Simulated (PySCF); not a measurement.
Predicted microwave data (PBE0-D3(BJ)/def2-SVP geometry optimisation, gas phase (PySCF 2.14.0)) for one isomer of C3H2Cl2O:

| Quantity | Value |
| --- | --- |
| Rotational constants | A = 7206, B = 890.9, C = 792.9 MHz |
| Dipole components | \|μa\| = 2.02 D, \|μb\| = 0.94 D, \|μc\| = 0.00 D |
| Inertial defect | 0.00 u·Å² |
| κ | -0.97 |

**Question.** Which structure is it? (One computed conformer of each.)
A. `[O:1]=[C:2]([Cl:3])/[CH:4]=[CH:5]/[Cl:6]` with O1–C2–C4–C5 -1°
B. `[O:1]=[C:2]=[C:3]([Cl:4])[CH2:5][Cl:6]` with C2–C3–C5–Cl6 104°

**Answer.** A. It is O=C(Cl)/C=C/Cl, a near-prolate asymmetric top, point group Cs. The candidates at the same level (rigid rotor, commonest isotopes):

| SMILES | A (MHz) | B (MHz) | C (MHz) | μa (D) | μb (D) | μc (D) | Δ (u·Å²) | point group | rotor |
| --- | --- | --- | --- | --- | --- | --- | --- | --- | --- |
| O=C=C(Cl)CCl | 2867 | 1561 | 1098 | 0.38 | 0.51 | 1.54 | -39.60 | C1 | asymmetric top |
| O=C(Cl)/C=C/Cl | 7206 | 890.9 | 792.9 | 2.02 | 0.94 | 0.00 | 0.00 | Cs | near-prolate asymmetric top |

`O=C=C(Cl)CCl` has B 75 % too high. In the right answer the mirror of this Cs structure is the ab plane, so μc vanishes by symmetry (the 0.01 D computed is a residue). No structure here is proved a minimum.
